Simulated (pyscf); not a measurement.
This saddle point was located with ωB97X-D3(BJ)/def2-SVP in PySCF.

```xyz
9

B     -0.3598    -0.6821     0.5170
O     -1.0789    -0.2583     1.5038
H      0.1128    -1.7812     0.2771
C     -0.3450     0.4250    -0.8413
C     -1.6663     0.3783    -0.3509
H      0.2339     1.3360    -0.6627
H     -0.0770    -0.1705    -1.7180
H     -2.3657    -0.3826    -0.7144
H     -2.1225     1.2066     0.1911
```

Surface: singlet, charge 0. Lowest wavenumbers (cm⁻¹): 582i, 186, 490, 618, 732.

Q: Name the species on either side of this saddle.

A: `[BH]=[O]` + `[CH2]=[CH2]` ⇌ `[BH]1[CH2][CH2][O]1`, a cycloaddition read from left to right: none broken and B–C, C–O formed. At CCSD(T)/def2-TZVPP + ΔMP2(QZVPP) it lies +1.52 eV from the left side and +1.61 eV from the right (each side as separated species at their lowest minima found). cyclic C₂H₅BO (SMILES B1CCO1) lies 1.52 eV over its isomer H₃C–CH₂–B=O (electronic energy, ωB97M-D3(BJ)). One saddle was located; it need not be the lowest between these sides. The CCSD(T) − MP2 part came from Ansatz, without density fitting, on the same reference.
